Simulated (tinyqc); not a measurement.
Inside a calculation. Method: RHF in the sto-3g basis, for H3O+, spin multiplicity 1. One step of it, computed by the program tinyqc.

Task: Iteration 8 (converged): orbitals. Diagonalise F' = X^T F X, C = X C', fill 5 alpha and 5 beta electrons from the bottom; D = 2 C_occ C_occ^T. Each column has its largest component positive (the first on a tie).

converged F (hartree):
```
             1O 1s      1O 2s     1O 2px     1O 2py     1O 2pz      2H 1s      3H 1s      4H 1s
1O 1s   -20.807361  -5.291943  -0.000013   0.000000   0.019626  -0.794862  -0.793273  -0.793273
1O 2s    -5.291943  -2.887119  -0.000139   0.000000   0.078453  -0.907364  -0.906080  -0.906080
1O 2px   -0.000013  -0.000139  -0.765553   0.000000   0.000062  -0.536142   0.267890   0.267890
1O 2py    0.000000   0.000000   0.000000  -0.765382   0.000000   0.000000  -0.463970   0.463970
1O 2pz    0.019626   0.078453   0.000062   0.000000  -0.825852   0.227693   0.227363   0.227363
2H 1s    -0.794862  -0.907364  -0.536142   0.000000   0.227693  -0.693245  -0.255774  -0.255774
3H 1s    -0.793273  -0.906080   0.267890  -0.463970   0.227363  -0.255774  -0.692475  -0.255418
4H 1s    -0.793273  -0.906080   0.267890   0.463970   0.227363  -0.255774  -0.255418  -0.692475
```

X:
```
            1O 1s      1O 2s     1O 2px     1O 2py     1O 2pz      2H 1s      3H 1s      4H 1s
1O 1s    1.024142  -0.140632  -0.000011   0.000000   0.005276   0.017195   0.017173   0.017173
1O 2s   -0.140632   1.189643   0.000134   0.000000  -0.049530  -0.195861  -0.195471  -0.195471
1O 2px  -0.000011   0.000134   1.068642   0.000000  -0.000047  -0.193293   0.096545   0.096545
1O 2py   0.000000   0.000000   0.000000   1.068521   0.000000   0.000000  -0.167161   0.167161
1O 2pz   0.005276  -0.049530  -0.000047   0.000000   1.014628   0.058088   0.057942   0.057942
2H 1s    0.017195  -0.195861  -0.193293   0.000000   0.058088   1.115090  -0.048062  -0.048062
3H 1s    0.017173  -0.195471   0.096545  -0.167161   0.057942  -0.048062   1.114768  -0.048001
4H 1s    0.017173  -0.195471   0.096545   0.167161   0.057942  -0.048062  -0.048001   1.114768
```

Give: F' = X^T F X; orbital energies; coefficients C; D after iteration 8.

Result:

F' = X^T F X (hartree):
```
          1        2        3        4        5        6        7        8
1  -20.4284  -2.7088   0.0000   0.0000   0.0359  -0.0818  -0.0814  -0.0814
2   -2.7088  -1.7282   0.0001   0.0000  -0.0394  -0.3840  -0.3833  -0.3833
3    0.0000   0.0001  -0.5667   0.0000  -0.0001  -0.4400   0.2199   0.2199
4    0.0000   0.0000   0.0000  -0.5668   0.0000   0.0000  -0.3807   0.3807
5    0.0359  -0.0394  -0.0001   0.0000  -0.7804   0.1525   0.1522   0.1522
6   -0.0818  -0.3840  -0.4400   0.0000   0.1525  -0.3236  -0.0508  -0.0508
7   -0.0814  -0.3833   0.2199  -0.3807   0.1522  -0.0508  -0.3237  -0.0507
8   -0.0814  -0.3833   0.2199   0.3807   0.1522  -0.0508  -0.0507  -0.3237
```

orbital energies (hartree): MO1 -20.8156, MO2 -1.6775, MO3 -0.9782, MO4 -0.9780, MO5 -0.8576, MO6 -0.0116, MO7 0.1382, MO8 0.1388

coefficients C:
```
            MO1      MO2      MO3      MO4      MO5      MO6      MO7      MO8
1O 1s    0.9944  -0.2414   0.0001   0.0000  -0.0623  -0.1364   0.0000   0.0004
1O 2s    0.0246   0.8996  -0.0005   0.0000   0.3064   0.8053   0.0000  -0.0023
1O 2px   0.0000   0.0001   0.7056   0.0000   0.0005  -0.0018   0.0000  -0.8367
1O 2py   0.0000   0.0000   0.0000   0.7057   0.0000   0.0000   0.8364   0.0000
1O 2pz  -0.0023  -0.0921  -0.0005   0.0000   0.9227  -0.4268   0.0000   0.0012
2H 1s   -0.0039   0.0968   0.4229   0.0000  -0.1300  -0.5996   0.0000   0.8734
3H 1s   -0.0039   0.0966  -0.2114   0.3662  -0.1302  -0.6022  -0.7549  -0.4345
4H 1s   -0.0039   0.0966  -0.2114  -0.3662  -0.1302  -0.6022   0.7549  -0.4345
```

D after iteration 8:
```
          1O 1s    1O 2s   1O 2px   1O 2py   1O 2pz    2H 1s    3H 1s    4H 1s
1O 1s    2.1019  -0.4237   0.0000   0.0000  -0.0750  -0.0382  -0.0382  -0.0382
1O 2s   -0.4237   1.8075  -0.0002   0.0000   0.3996   0.0939   0.0941   0.0941
1O 2px   0.0000  -0.0002   0.9958   0.0000   0.0002   0.5967  -0.2984  -0.2984
1O 2py   0.0000   0.0000   0.0000   0.9961   0.0000   0.0000   0.5168  -0.5168
1O 2pz  -0.0750   0.3996   0.0002   0.0000   1.7197  -0.2580  -0.2579  -0.2579
2H 1s   -0.0382   0.0939   0.5967   0.0000  -0.2580   0.4102  -0.1262  -0.1262
3H 1s   -0.0382   0.0941  -0.2984   0.5168  -0.2579  -0.1262   0.4102  -0.1262
4H 1s   -0.0382   0.0941  -0.2984  -0.5168  -0.2579  -0.1262  -0.1262   0.4102
```
